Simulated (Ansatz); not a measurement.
**P2H (quartet): from Hartree-Fock to the top rungs, cc-pVDZ**

Aim: climb from Hartree-Fock through coupled cluster and multireference methods for P2H (quartet) at one geometry and basis, and see what each rung misses.

Program: Ansatz 0.2.0, Gaussian basis. Level of theory: cc-pVDZ, core rule «outside noble gas», up to 10 orbitals frozen. These are calculated values, not measurements.

To be run: UHF; CCSD(T) on ROHF; CCSD(T) on UHF; BCCD(T) on ROHF; CISD; CCSDT(Q) on ROHF; CCSDT(Q) on UHF; CCSDTQ on ROHF; CCSDTQ on UHF; CASSCF and MRCISD+Q, 11 electrons in 9 orbitals; CASSCF and NEVPT4(SD), 11 electrons in 9 orbitals; CASSCF and NEVPT2, 11 electrons in 9 orbitals.

5 further runs of the same task are left out: 5 set aside as unsound or not needed.

### Step 1. What is computed

The geometry is a PBE0/def2-TZVP stationary point (not a proven minimum) of the parent state, kept for this charge and spin.

3 atoms, charge 0, spin multiplicity 4.

Atoms are counted from 1 here; the program's logs count them from 0.

Bond lengths: P1–P2 1.991 Å, P1–H3 1.433 Å. Angles: P2–P1–H3 97.2°.

### Step 2. UHF

Input file in.yaml:

```yaml
crystal:
  periodic: [false, false, false]
  atoms:
    - {symbol: P, position_ang: [0.000000, -0.076741, 0.973875]}
    - {symbol: P, position_ang: [0.000000, 0.033358, -1.013963]}
    - {symbol: H, position_ang: [0.000000, 1.333150, 1.231888]}
basis:
  gaussian: {orbitals: cc-pVDZ}
magnetization: {spin_polarized: true, initial_magnetization: 3}
hamiltonian: {xc: hf}
output: {orbitals: {seedname: orbitals}}
```

Command:

```sh
$ ansatz run in.yaml --threads 1 --pin off --events-out ev --progress --plain --max-ram 4096MiB --backend cpu
```

Further steps of the session: CCSD(T) on ROHF; CCSD(T) on UHF; BCCD(T) on ROHF; CISD; CCSDT(Q) on ROHF; CCSDT(Q) on UHF; CCSDTQ on ROHF; CCSDTQ on UHF; CASSCF and MRCISD+Q, 11 electrons in 9 orbitals; CASSCF and NEVPT4(SD), 11 electrons in 9 orbitals; CASSCF and NEVPT2, 11 electrons in 9 orbitals.

Q: Predict the results of all the runs planned. Wanted: UCCSDTQ below the RHF energy; RMP2 from UCCSDTQ; UMP2 from UCCSDTQ; RCCSD from UCCSDTQ; RCCSD(T) from UCCSDTQ; UCCSD(T) from UCCSDTQ; RCCSDT(Q) from UCCSDTQ; UCCSDT(Q) from UCCSDTQ; NEVPT2 valence from UCCSDTQ.

**Answer**, as computed:

| quantity | value |
| --- | --- |
| UCCSDTQ below the RHF energy | -6.1002 eV |
| RMP2 from UCCSDTQ | +1144.7 meV |
| UMP2 from UCCSDTQ | +1200.6 meV |
| RCCSD from UCCSDTQ | +202.2 meV |
| RCCSD(T) from UCCSDTQ | +40.5 meV |
| UCCSD(T) from UCCSDTQ | +40.3 meV |
| RCCSDT(Q) from UCCSDTQ | +1.3 meV |
| UCCSDT(Q) from UCCSDTQ | +0.7 meV |
| NEVPT2 valence from UCCSDTQ | +1225.8 meV |
| NEVPT4(SD) valence from UCCSDTQ | +125.8 meV |
| MRCISD+Q valence from UCCSDTQ | +34.5 meV |
| levels within 1 kcal/mol (43 meV) | RCCSD(T), UCCSD(T), BCCD(T), RCCSDT, UCCSDT, RCCSDT(Q), UCCSDT(Q), RCCSDTQ, MRCISD+Q valence |
| T1 diagnostic | 0.023 |
| effectively unpaired electrons | 3.01 |

**Reading.** RCCSD(T) lands +40.5 meV from the yardstick (0.7 % of the correlation energy). One determinant dominates. Of the multireference levels listed MRCISD+Q valence comes nearest in total energy (+34.5 meV), which doesn't show that its space is the better one. These misses are within one basis, not against nature; the frozen cores of restricted and unrestricted runs differ, which can shift their rows.
